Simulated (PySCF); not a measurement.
Work out the structure from these simulated measurements.

Formula: CH2NO; charge +1.

* NMR, other nuclei: isotropic shieldings of nuclei other than C and H, by class: 223 (1 N), 29 (1 O) ppm [GIAO PBE0/pcSseg-1]
* 13C NMR: chemical shifts (computed TMS as zero) by class: 145.4 (1 C) ppm [GIAO PBE0/pcSseg-1]
* 1H NMR: chemical shifts (computed TMS as zero) by class: 6.80 (2 H) ppm [GIAO PBE0/pcSseg-1]
* Couplings: largest of the computed one-bond spin–spin couplings (means over like bonds): 15N–1H -112.1 (×2), 15N–13C -54.3, 17O–13C -0.7 Hz [B3LYP/pcJ-1]
* Rotational structure: rotational constants A, B, C: 332.763, 10.497, 10.176 GHz [GFN2-xTB]

Electronic properties: PySCF, gas phase, density fitting. Levels stand in brackets. Isolated species at its GFN2-xTB geometry, gas phase. NMR values are class means; diastereotopic atoms form classes of their own.

Problem. What is the compound? Reason from the data.

Solution. Numbering: `[NH2:1][C:2]#[O+:3]`. The one carbon: triply bonded carbon [C2] (145.4 ppm). All hydrogens form one class (6.80 ppm): N–H hydrogen. The other shieldings belong to: 223 ppm, nitrogen bonded to C and 2 H [N1]; 29 ppm, oxygen bonded to C [O3]. The couplings run between: -112.1 Hz, nitrogen bonded to C and 2 H [N1] and its hydrogen (with 1 like pair); -54.3 Hz, nitrogen bonded to C and 2 H [N1] and triply bonded carbon [C2]; -0.7 Hz, oxygen bonded to C [O3] and triply bonded carbon [C2]. The optimised geometry has point group C2v and is an asymmetric top. Structure: H2NCO+ (`NC#[O+]`). The assignments are read from this structure; whether some other isomer fits the data as well wasn't checked.
